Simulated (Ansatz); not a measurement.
# C2H3FN2: up Jacob's ladder to CCSD(T)

An exercise on one series of results from a longer session: the logs are not shown, and one member is left open.

Method: functionals in def2-TZVPP, the program's frozen cores in correlated methods; program: Ansatz 0.2.0, Gaussian basis.

Plan: LDA (SPW92), PBE-D4, revPBE-D4, BLYP-D4, r2SCAN-D4, B97M-V, PBE0-D4, B3LYP-D4, r2SCANh-D4, r2SCAN0-D4, HSE06-D4, BHLYP-D4, CAM-B3LYP-D4, LC-ωPBE, ωB97X-V, ωB97M-V, B2PLYP, PBE-QIDH; CCSD(T)/def2-SVP; CCSD(T)/def2-TZVPP; MP2/def2-QZVPP; extrapolation to the limit; RPA on PBE.

## The relaxed structure

The geometry comes from an earlier relaxation with PBE0-D4 in a triple-zeta def2 set; it is a stationary point, not always the lowest conformer.

SMILES `C=NC(=N)F`, 8 atoms, charge 0, spin multiplicity 1.

Atoms are counted from 1 here; the program's logs count them from 0.

Bond lengths: C1–N2 1.266 Å, C1–H6 1.088 Å, C1–H7 1.092 Å, N2–C3 1.394 Å, C3–N4 1.249 Å, C3–F5 1.338 Å, N4–H8 1.017 Å. Angles: N2–C1–H6 118.0°, N2–C1–H7 123.8°, H6–C1–H7 118.2°, C1–N2–C3 119.1°, N2–C3–N4 126.1°, N2–C3–F5 115.6°, N4–C3–F5 118.3°, C3–N4–H8 108.6°.

The first run:

in.yaml reads:

```yaml
crystal:
  periodic: [false, false, false]
  atoms:
    - {symbol: C, position_ang: [-0.442027, 1.340506, 0.023456]}
    - {symbol: N, position_ang: [-0.557658, 0.112606, 0.310824]}
    - {symbol: C, position_ang: [0.425631, -0.778412, -0.116999]}
    - {symbol: N, position_ang: [0.443911, -2.009139, 0.092470]}
    - {symbol: F, position_ang: [1.431522, -0.238811, -0.814550]}
    - {symbol: H, position_ang: [-1.218877, 2.021179, 0.365621]}
    - {symbol: H, position_ang: [0.391320, 1.754610, -0.547088]}
    - {symbol: H, position_ang: [-0.381522, -2.259639, 0.630366]}
basis:
  gaussian: {orbitals: def2-TZVPP}
hamiltonian: {xc: lda}
output: {orbitals: {seedname: orbitals}}
```

Command:

```console
$ ansatz run in.yaml --threads 2 --pin off --events-out ev --progress --plain --max-ram 4352MiB
```

Steps of the session up to this table: LDA; PBE-D4 (GGA); revPBE-D4 (GGA); BLYP-D4 (GGA); r2SCAN-D4 (meta-GGA); B97M-V (meta-GGA); B3LYP-D4 (hybrid); r2SCANh-D4 (hybrid); r2SCAN0-D4 (hybrid); HSE06-D4 (hybrid); BHLYP-D4 (hybrid); CAM-B3LYP-D4 (range-separated); LC-ωPBE (range-separated); ωB97X-V (range-separated); ωB97M-V (range-separated); B2PLYP (double hybrid); PBE-QIDH (double hybrid).

One of the session's tables, all rows but one given; the rest of the session is left out.

It belongs to the step «Orbital energies across the functionals». 

```
  functional  HOMO (eV)  LUMO (eV)  gap (eV)
 LDA (SPW92)      -7.08      -3.40      3.68
      PBE-D4      -6.97      -3.12      3.85
   revPBE-D4      -6.92      -3.03      3.90
     BLYP-D4      -6.88      -3.00      3.89
   r2SCAN-D4      -7.36      -2.97      4.38
      B97M-V          ?          ?         ?
     PBE0-D4      -8.63      -2.10      6.53
    B3LYP-D4      -8.38      -2.35      6.02
  r2SCANh-D4      -7.97      -2.59      5.38
  r2SCAN0-D4      -8.89      -2.02      6.87
    HSE06-D4      -8.22      -2.49      5.73
    BHLYP-D4      -9.92      -0.96      8.96
CAM-B3LYP-D4     -10.12      -0.95      9.17
     LC-ωPBE     -11.49       0.24     11.73
     ωB97X-V     -11.15       0.19     11.35
     ωB97M-V     -11.07       0.12     11.19
```

**Question.** Estimate the row for B97M-V.

As computed: HOMO (eV): -7.56; LUMO (eV): -2.84; gap (eV): 4.72. In the column «HOMO (eV)» it lies between r2SCANh-D4 (-7.97) and r2SCAN-D4 (-7.36).
